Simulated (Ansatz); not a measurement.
## As2H⁺, quintet: the ladder up to UCCSDTQ

Geometry: that of the As2H, quartet, kept fixed. The triplet lies 1.0 eV lower here.

```xyz
3

As    0.0000   -0.5251    0.8030
As    0.0000   -0.4773   -1.6877
H     0.0000    1.0024    0.8847
```

Basis cc-pVDZ; Ansatz 0.2.0. Correlated methods freeze the noble-gas cores and the filled d shells of p-block atoms, which leaves 10 electrons in 31 orbitals. Prefix R: restricted or restricted open-shell reference; prefix U: unrestricted. Active spaces: valence = (10e, 9o) chosen from the atoms' valence shells. No spin–orbit coupling is included, and no scalar relativity.

Full CI isn't at hand for all of this; UCCSDTQ serves as the reference, and is uncertain by the last step of the cluster series or more. The frozen core follows each run's orbitals, which can shift R against U totals by a few meV for light atoms and by up to 0.1 eV past Ca.

```
UHF ⟨S²⟩                          : 6.033
T1 diagnostic (RCCSD)             : 0.0219
largest doubles amplitude (RCCSD) : 0.060
T1 diagnostic (UCCSD)             : 0.0144
```

```tsv
level	E − E(UCCSDTQ) (mEh)	wall time
UHF	170.48	–
UMP2	38.81	–
UCCSD	5.47	–
UCCSD(T)	1.24	3.6 s
UCCSDT	0.27	–
UCCSDT(Q)	0.03	12 s
```

Run but not shown, since their state, orbitals or frozen core can't be matched to the reference's or they repeat it: RHF, RMP2, CISD, RCCSD, RCCSD(T), BCCD(T), RCCSDT, RCCSDT(Q), RCCSDTQ, CASSCF (valence space), NEVPT2 (valence space), MRCISD (valence space), MRCISD+Q (valence space).

Times hold each run's SCF and search for its determinant on a shared host, so for small cases they say little of a method's own cost; they ran on 1 thread of AMD EPYC 7R13.

Natural occupations of CASSCF (valence space) about the gap: 1.976 1.957 1.002 1.001 1.001 0.999 0.040 0.032; effectively unpaired electrons, Σ n²(2−n)², 4.02.
